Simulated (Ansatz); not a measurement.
Species: C$_{3}$H$_{7}$O (charge 0, doublet). It need not be the lowest isomer of its formula. 
Structure (B3LYP-D3(BJ)/def2-TZVP (Ansatz, a first-principles code) minimum search):
SMILES: C[CH]OC
```xyz
11

O      0.0523    -0.6706     0.1071
C     -0.0603     0.6776    -0.0442
C      1.3727    -1.1799     0.0162
C     -1.4467     1.1966    -0.0072
H      0.7128     1.1611    -0.6368
H      1.3058    -2.2608     0.1190
H      1.8188    -0.9338    -0.9534
H      2.0015    -0.7731     0.8135
H     -2.0459     0.8526    -0.8637
H     -1.9639     0.8656     0.8972
H     -1.4418     2.2870    -0.0213
```
Charge 0, spin multiplicity 2.

Question: Give the harmonic wavenumbers at B3LYP-D3(BJ)/def2-TZVP (Ansatz, finite differences of forces, unscaled).

Answer: 109, 164, 198, 288, 471, 563, 887, 1023, 1068, 1130, 1172, 1194, 1278, 1383, 1422, 1463, 1479, 1488, 1495, 1503, 2951, 3001, 3045, 3054, 3099, 3117, 3130 cm⁻¹. Zero-point energy 58.9 kcal/mol.

Question: From these and the geometry, give the ideal-gas thermochemistry at 298.15 K and 1 atm (rigid rotor, harmonic oscillator).

Answer: Point group C1, rotational symmetry number 1. Rotational constants 34.51, 4.16, 3.903 GHz. S(trans) 38.15, S(rot) 23.87, S(vib) 11.26, S(elec, spin only) 1.38, S 74.6 cal/(mol K). H(298) - H(0) 4.25 kcal/mol; G - E(el) 40.9 kcal/mol.
